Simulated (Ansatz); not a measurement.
Ansatz (an electronic-structure program) input (HF/3-21G): The .json file is the Basis Set Exchange's 3-21G.

Ansatz 0.2 input:
```yaml
crystal:
  periodic: [false, false, false]
  atoms:
    - {symbol: C, position_ang: [-0.00108573, -0.00046100, 0.22545054]}
    - {symbol: C, position_ang: [-0.00680889, -0.00289105, 1.41385822]}
    - {symbol: C, position_ang: [0.00597361, 0.00253639, -1.24041362]}
    - {symbol: H, position_ang: [-0.01186700, -0.00503872, 2.46416751]}
    - {symbol: H, position_ang: [0.01510595, 1.01894273, -1.61706747]}
    - {symbol: H, position_ang: [0.88369823, -0.51084289, -1.61601258]}
    - {symbol: H, position_ang: [-0.87541113, -0.49816717, -1.62445822]}
basis:
  gaussian:
    orbitals: 3-21G.json
hamiltonian:
  xc: {name: HF}
phonons: {temperatures: {t_min: 298.15, t_max: 298.15, t_step: 100}}
```

Output:

```
Functional definition: HF
integrals: 0.00 GiB planned
502 factors; integrals over basis functions are off by at most 7.7e-4 eV
mean field: 0.06 GiB planned
mean field evaluation 1: about -3134.2340 eV, gradient 2.0e1 eV
mean field evaluation 2: about -3134.2352 eV, gradient 2.0e1 eV
mean field evaluation 4: about -3135.4289 eV, gradient 2.2e0 eV
mean field evaluation 8: about -3135.4422 eV, gradient 5.3e-3 eV
mean field -3135.44223168 eV, -115.2253767353 hartree, gradient 1.5e-5 eV, S^2 0.000000; 0 other end points of the search recorded, 0 dependent functions left out
the calculation of the forces begins
reference -3135.44223168 eV, -115.2253767353 hartree; 11, 11 occupied and 24, 24 virtual orbitals, 502 factors
these checks for a lower state are left out or cut short: stability, starts, cluster_reference, orbital_swaps, neighbouring_geometries, increment
integrals: 0.00 GiB planned
502 factors; integrals over basis functions are off by at most 7.7e-4 eV
mean field: 0.06 GiB planned
mean field evaluation 16: about -3135.4422 eV, gradient 4.6e-5 eV
mean field -3135.44218881 eV, -115.2253751596 hartree, gradient 2.0e-6 eV, S^2 0.000000; 0 other end points of the search recorded, 0 dependent functions left out
the calculation of the forces begins
reference -3135.44218881 eV, -115.2253751596 hartree; 11, 11 occupied and 24, 24 virtual orbitals, 502 factors
these checks for a lower state are left out or cut short: stability, starts, cluster_reference, orbital_swaps, neighbouring_geometries, increment
integrals: 0.00 GiB planned
502 factors; integrals over basis functions are off by at most 7.7e-4 eV
mean field: 0.06 GiB planned
mean field -3135.44218880 eV, -115.2253751592 hartree, gradient 2.0e-6 eV, S^2 0.000000; 0 other end points of the search recorded, 0 dependent functions left out
the calculation of the forces begins
reference -3135.44218880 eV, -115.2253751592 hartree; 11, 11 occupied and 24, 24 virtual orbitals, 502 factors
these checks for a lower state are left out or cut short: stability, starts, cluster_reference, orbital_swaps, neighbouring_geometries, increment
integrals: 0.00 GiB planned
502 factors; integrals over basis functions are off by at most 7.7e-4 eV
mean field: 0.06 GiB planned
mean field evaluation 32: about -3135.4420 eV, gradient 4.6e-5 eV
mean field -3135.44195893 eV, -115.2253667117 hartree, gradient 2.0e-6 eV, S^2 0.000000; 0 other end points of the search recorded, 0 dependent functions left out
the calculation of the forces begins
reference -3135.44195893 eV, -115.2253667117 hartree; 11, 11 occupied and 24, 24 virtual orbitals, 502 factors
these checks for a lower state are left out or cut short: stability, starts, cluster_reference, orbital_swaps, neighbouring_geometries, increment
integrals: 0.00 GiB planned
502 factors; integrals over basis functions are off by at most 7.7e-4 eV
mean field: 0.06 GiB planned
mean field -3135.44195828 eV, -115.2253666879 hartree, gradient 2.0e-6 eV, S^2 0.000000; 0 other end points of the search recorded, 0 dependent functions left out
the calculation of the forces begins
reference -3135.44195828 eV, -115.2253666879 hartree; 11, 11 occupied and 24, 24 virtual orbitals, 502 factors
these checks for a lower state are left out or cut short: stability, starts, cluster_reference, orbital_swaps, neighbouring_geometries, increment
integrals: 0.00 GiB planned
502 factors; integrals over basis functions are off by at most 7.7e-4 eV
mean field: 0.06 GiB planned
mean field -3135.44220295 eV, -115.2253756794 hartree, gradient 2.0e-6 eV, S^2 0.000000; 0 other end points of the search recorded, 0 dependent functions left out
the calculation of the forces begins
reference -3135.44220295 eV, -115.2253756794 hartree; 11, 11 occupied and 24, 24 virtual orbitals, 502 factors
these checks for a lower state are left out or cut short: stability, starts, cluster_reference, orbital_swaps, neighbouring_geometries, increment
integrals: 0.00 GiB planned
502 factors; integrals over basis functions are off by at most 7.7e-4 eV
mean field: 0.06 GiB planned
mean field -3135.44220295 eV, -115.2253756793 hartree, gradient 2.0e-6 eV, S^2 0.000000; 0 other end points of the search recorded, 0 dependent functions left out
the calculation of the forces begins
reference -3135.44220295 eV, -115.2253756793 hartree; 11, 11 occupied and 24, 24 virtual orbitals, 502 factors
these checks for a lower state are left out or cut short: stability, starts, cluster_reference, orbital_swaps, neighbouring_geometries, increment
integrals: 0.00 GiB planned
502 factors; integrals over basis functions are off by at most 7.7e-4 eV
mean field: 0.06 GiB planned
mean field evaluation 64: about -3135.4419 eV, gradient 2.0e-6 eV
[...]
mean field -3135.44222443 eV, -115.2253764686 hartree, gradient 2.0e-6 eV, S^2 0.000000; 0 other end points of the search recorded, 0 dependent functions left out
the calculation of the forces begins
reference -3135.44222443 eV, -115.2253764686 hartree; 11, 11 occupied and 24, 24 virtual orbitals, 502 factors
these checks for a lower state are left out or cut short: stability, starts, cluster_reference, orbital_swaps, neighbouring_geometries, increment
integrals: 0.00 GiB planned
502 factors; integrals over basis functions are off by at most 7.7e-4 eV
mean field: 0.06 GiB planned
mean field -3135.44215874 eV, -115.2253740545 hartree, gradient 2.0e-6 eV, S^2 0.000000; 0 other end points of the search recorded, 0 dependent functions left out
the calculation of the forces begins
reference -3135.44215874 eV, -115.2253740545 hartree; 11, 11 occupied and 24, 24 virtual orbitals, 502 factors
these checks for a lower state are left out or cut short: stability, starts, cluster_reference, orbital_swaps, neighbouring_geometries, increment
integrals: 0.00 GiB planned
502 factors; integrals over basis functions are off by at most 7.7e-4 eV
mean field: 0.06 GiB planned
mean field evaluation 128: about -3135.4422 eV, gradient 4.3e-6 eV
mean field -3135.44215877 eV, -115.2253740558 hartree, gradient 2.0e-6 eV, S^2 0.000000; 0 other end points of the search recorded, 0 dependent functions left out
the calculation of the forces begins
reference -3135.44215877 eV, -115.2253740558 hartree; 11, 11 occupied and 24, 24 virtual orbitals, 502 factors
these checks for a lower state are left out or cut short: stability, starts, cluster_reference, orbital_swaps, neighbouring_geometries, increment
integrals: 0.00 GiB planned
502 factors; integrals over basis functions are off by at most 7.7e-4 eV
mean field: 0.06 GiB planned
mean field -3135.44221493 eV, -115.2253761198 hartree, gradient 2.0e-6 eV, S^2 0.000000; 0 other end points of the search recorded, 0 dependent functions left out
the calculation of the forces begins
reference -3135.44221493 eV, -115.2253761198 hartree; 11, 11 occupied and 24, 24 virtual orbitals, 502 factors
these checks for a lower state are left out or cut short: stability, starts, cluster_reference, orbital_swaps, neighbouring_geometries, increment
integrals: 0.00 GiB planned
502 factors; integrals over basis functions are off by at most 7.7e-4 eV
mean field: 0.06 GiB planned
mean field -3135.44221493 eV, -115.2253761197 hartree, gradient 2.0e-6 eV, S^2 0.000000; 0 other end points of the search recorded, 0 dependent functions left out
the calculation of the forces begins
reference -3135.44221493 eV, -115.2253761197 hartree; 11, 11 occupied and 24, 24 virtual orbitals, 502 factors
these checks for a lower state are left out or cut short: stability, starts, cluster_reference, orbital_swaps, neighbouring_geometries, increment
integrals: 0.00 GiB planned
502 factors; integrals over basis functions are off by at most 7.7e-4 eV
mean field: 0.06 GiB planned
mean field -3135.44213019 eV, -115.2253730053 hartree, gradient 2.0e-6 eV, S^2 0.000000; 0 other end points of the search recorded, 0 dependent functions left out
the calculation of the forces begins
reference -3135.44213019 eV, -115.2253730053 hartree; 11, 11 occupied and 24, 24 virtual orbitals, 502 factors
these checks for a lower state are left out or cut short: stability, starts, cluster_reference, orbital_swaps, neighbouring_geometries, increment
integrals: 0.00 GiB planned
502 factors; integrals over basis functions are off by at most 7.7e-4 eV
mean field: 0.06 GiB planned
mean field -3135.44212870 eV, -115.2253729509 hartree, gradient 2.0e-6 eV, S^2 0.000000; 0 other end points of the search recorded, 0 dependent functions left out
the calculation of the forces begins
reference -3135.44212870 eV, -115.2253729509 hartree; 11, 11 occupied and 24, 24 virtual orbitals, 502 factors
these checks for a lower state are left out or cut short: stability, starts, cluster_reference, orbital_swaps, neighbouring_geometries, increment
integrals: 0.00 GiB planned
502 factors; integrals over basis functions are off by at most 7.7e-4 eV
mean field: 0.06 GiB planned
mean field evaluation 160: about -3135.4420 eV, gradient 8.4e-2 eV
mean field -3135.44220044 eV, -115.2253755873 hartree, gradient 2.0e-6 eV, S^2 0.000000; 0 other end points of the search recorded, 0 dependent functions left out
the calculation of the forces begins
reference -3135.44220044 eV, -115.2253755873 hartree; 11, 11 occupied and 24, 24 virtual orbitals, 502 factors
these checks for a lower state are left out or cut short: stability, starts, cluster_reference, orbital_swaps, neighbouring_geometries, increment
integrals: 0.00 GiB planned
502 factors; integrals over basis functions are off by at most 7.7e-4 eV
mean field: 0.06 GiB planned
mean field -3135.44220047 eV, -115.2253755883 hartree, gradient 2.0e-6 eV, S^2 0.000000; 0 other end points of the search recorded, 0 dependent functions left out
the calculation of the forces begins
reference -3135.44220047 eV, -115.2253755883 hartree; 11, 11 occupied and 24, 24 virtual orbitals, 502 factors
these checks for a lower state are left out or cut short: stability, starts, cluster_reference, orbital_swaps, neighbouring_geometries, increment
integrals: 0.00 GiB planned
502 factors; integrals over basis functions are off by at most 7.7e-4 eV
mean field: 0.06 GiB planned
mean field -3135.44212915 eV, -115.2253729671 hartree, gradient 2.0e-6 eV, S^2 0.000000; 0 other end points of the search recorded, 0 dependent functions left out
the calculation of the forces begins
reference -3135.44212915 eV, -115.2253729671 hartree; 11, 11 occupied and 24, 24 virtual orbitals, 502 factors
these checks for a lower state are left out or cut short: stability, starts, cluster_reference, orbital_swaps, neighbouring_geometries, increment
integrals: 0.00 GiB planned
502 factors; integrals over basis functions are off by at most 7.7e-4 eV
mean field: 0.06 GiB planned
mean field -3135.44213062 eV, -115.2253730212 hartree, gradient 2.0e-6 eV, S^2 0.000000; 0 other end points of the search recorded, 0 dependent functions left out
the calculation of the forces begins
reference -3135.44213062 eV, -115.2253730212 hartree; 11, 11 occupied and 24, 24 virtual orbitals, 502 factors
these checks for a lower state are left out or cut short: stability, starts, cluster_reference, orbital_swaps, neighbouring_geometries, increment
integrals: 0.00 GiB planned
502 factors; integrals over basis functions are off by at most 7.7e-4 eV
mean field: 0.06 GiB planned
mean field evaluation 192: about -3135.4422 eV, gradient 4.5e-2 eV
mean field -3135.44220747 eV, -115.2253758455 hartree, gradient 2.0e-6 eV, S^2 0.000000; 0 other end points of the search recorded, 0 dependent functions left out
the calculation of the forces begins
reference -3135.44220747 eV, -115.2253758455 hartree; 11, 11 occupied and 24, 24 virtual orbitals, 502 factors
these checks for a lower state are left out or cut short: stability, starts, cluster_reference, orbital_swaps, neighbouring_geometries, increment
integrals: 0.00 GiB planned
502 factors; integrals over basis functions are off by at most 7.7e-4 eV
mean field: 0.06 GiB planned
mean field -3135.44220748 eV, -115.2253758459 hartree, gradient 2.0e-6 eV, S^2 0.000000; 0 other end points of the search recorded, 0 dependent functions left out
the calculation of the forces begins
reference -3135.44220748 eV, -115.2253758459 hartree; 11, 11 occupied and 24, 24 virtual orbitals, 502 factors
Total energy: -3135.44223168 eV, -115.2253767353 hartree
Atom 0 at    -0.001086    -0.000461     0.225451 Å, force     0.000000     0.000000    -0.000009 eV/Å
Atom 1 at    -0.006809    -0.002891     1.413858 Å, force     0.000000     0.000000    -0.000038 eV/Å
Atom 2 at     0.005974     0.002536    -1.240414 Å, force    -0.000001    -0.000000     0.000154 eV/Å
Atom 3 at    -0.011867    -0.005039     2.464168 Å, force     0.000000     0.000000    -0.000067 eV/Å
Atom 4 at     0.015106     1.018943    -1.617067 Å, force     0.000001     0.000120    -0.000013 eV/Å
Atom 5 at     0.883698    -0.510843    -1.616013 Å, force     0.000104    -0.000061    -0.000013 eV/Å
Atom 6 at    -0.875411    -0.498167    -1.624458 Å, force    -0.000104    -0.000059    -0.000014 eV/Å
Dipole moment:     0.000712     0.000302    -0.147845 e Å
Vibrations: 418.78 418.84 909.96 910.04 954.46 1204.89 1204.89 1587.04 1656.89 1656.90 2407.69 3202.35 3262.48 3262.48 3664.07 cm⁻¹, zero-point energy 1.656540 eV
```

The blocks after the first are displaced geometries, from whose forces the wavenumbers follow.
